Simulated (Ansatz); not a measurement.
# SiNH₅ (SMILES N[SiH3]): one structure at several levels

One table from this session's results is given with a row withheld; the runs are named, their logs left out.

Program: Ansatz 0.2.0, Gaussian basis. Level of theory: single points in def2-TZVPP. These are calculated values, not measurements.

Cores are frozen in the correlated methods.

### Starting geometry

SMILES `N[SiH3]`, 7 atoms, charge 0, spin multiplicity 1.

Atoms are counted from 1 here; the program's logs count them from 0.

Bond lengths: N1–Si2 1.717 Å, N1–H3 1.030 Å, N1–H4 1.029 Å, Si2–H5 1.451 Å, Si2–H6 1.500 Å, Si2–H7 1.423 Å. Angles: Si2–N1–H3 117.8°, Si2–N1–H4 118.0°, H3–N1–H4 110.8°, N1–Si2–H5 104.3°, N1–Si2–H6 114.9°, N1–Si2–H7 105.4°, H5–Si2–H6 108.8°, H5–Si2–H7 113.7°, H6–Si2–H7 109.8°.

Geometry (Å):

```xyz
7

N    -0.08040   -1.05540   -0.05260
Si    0.14060    0.64650   -0.09100
H    -1.03030   -1.42070   -0.21080
H     0.39780   -1.58740    0.68640
H    -0.53420    1.06710   -1.30440
H    -0.44990    1.38610    1.07300
H     1.54950    0.84490   -0.12280
```

Set-up of the first run:

The input, run/in.yaml:

```yaml
crystal:
  periodic: [false, false, false]
  atoms:
    - {symbol: N, position_ang: [-0.080400, -1.055400, -0.052600]}
    - {symbol: Si, position_ang: [0.140600, 0.646500, -0.091000]}
    - {symbol: H, position_ang: [-1.030300, -1.420700, -0.210800]}
    - {symbol: H, position_ang: [0.397800, -1.587400, 0.686400]}
    - {symbol: H, position_ang: [-0.534200, 1.067100, -1.304400]}
    - {symbol: H, position_ang: [-0.449900, 1.386100, 1.073000]}
    - {symbol: H, position_ang: [1.549500, 0.844900, -0.122800]}
basis:
  gaussian: {orbitals: def2-TZVPP}
correlation: {method: ccsd_t}
output: {forces: true}
```

The command line of these runs was not kept.

Steps of the session up to this table: CCSD(T)/def2-TZVPP; PBE0-D4/def2-TZVPP; wB97M-V/def2-TZVPP; r2SCAN-D4/def2-TZVPP; PBE-D4/def2-TZVPP; SPW92/def2-TZVPP; wB97X-V/def2-TZVPP.

One table of the session follows, with a row left open; its other results are not shown here.

| method | RMS force component (eV/Å) | angle to CCSD(T) forces (°) | dipole (D) |
| --- | --- | --- | --- |
| CCSD(T) | 0.562 | reference | 1.10 |
| PBE0-D4 | 0.584 | 7.7 | 1.14 |
| wB97M-V | 0.549 | 4.5 | 1.13 |
| r2SCAN-D4 | 0.559 | 7.3 | 1.16 |
| PBE-D4 | 0.541 | 16.1 | 1.15 |
| SPW92 | ? | ? | ? |
| wB97X-V | 0.569 | 5.2 | 1.13 |

Estimate the missing values for SPW92.

The run gave: RMS force component (eV/Å): 0.518; angle to CCSD(T) forces (°): 26.8; dipole (D): 1.18. In the column «RMS force component (eV/Å)» it is the lowest.
